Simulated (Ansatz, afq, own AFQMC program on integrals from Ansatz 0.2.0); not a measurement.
BH$_{2}$O, doublet in cc-pVDZ, levels against CCSDT(Q)

```xyz
4

B     0.0000    0.0000    1.0690
O     0.0000    0.0000   -0.9330
H     0.0000    1.0503    1.6721
H     0.0000   -1.0503    1.6721
```

Connectivity, by distances: BH2 ··· O.

Basis cc-pVDZ. Noble-gas cores (and the filled d shells of Ga–Kr and In–Xe) are frozen. Ansatz 0.2.0 and our own AFQMC program on the same integrals; the CISD trial comes from CCSD amplitudes, and released means the phaseless constraint is let go. Uncertainties: one standard error, sampling alone.

Determinant: ROHF, the one that the program's search chose, which needn't be the lowest solution. The geometry is a point of a scan.

No full CI on the walks' own integrals is used here; CCSDT(Q) serves as the reference and is uncertain by about the last step of the cluster series.

Cautions: higher spins were not checked; a spin-contaminated unrestricted determinant lies lower (UHF 242 meV lower, ⟨S²⟩ 0.96); the released energies are still falling, so no released level is given (meV from the phaseless value at times in 1/Eh: -35 ± 23 at 0.24, -35 ± 24 at 0.51, -70 ± 27 at 0.99, -181 ± 39 at 1.62, -83 ± 68 at 2.40), though the last usable value meets CCSDT(Q) within the noise.

The T1 diagnostic is 0.0369. The weight of the determinant in the CISD state is 0.869 and the size of the correlated space is 11 electrons in 36 orbitals.

```json
{"level": "MP2", "correlation energy (eV)": "-6.4613"}
{"level": "CCSD", "correlation energy (eV)": "-7.3422"}
{"level": "CCSD(T)", "correlation energy (eV)": "-7.5674"}
```

**Question.** Estimate where phaseless AFQMC with a CISD trial lies against CCSD(T) on the same integrals.

**Answer.** 0.78 ± 0.67 mEh above CCSD(T). The gap is under twice the noise, so this walk alone can't tell the two apart.

Reference: CCSDT(Q), correlation energy -7.641 eV.

```
        level  E − E(reference) (mEh)  share of correlation (%)
      CCSD(T)                    2.71                     99.04
        CCSDT                    0.81                     99.71
ph-AFQMC/CISD             3.49 ± 0.67                     98.76
```

A walk keeps the symmetry of its determinant, which the program's search chose and which needn't be the lowest solution, so a lower state of the same spin and another symmetry isn't excluded.
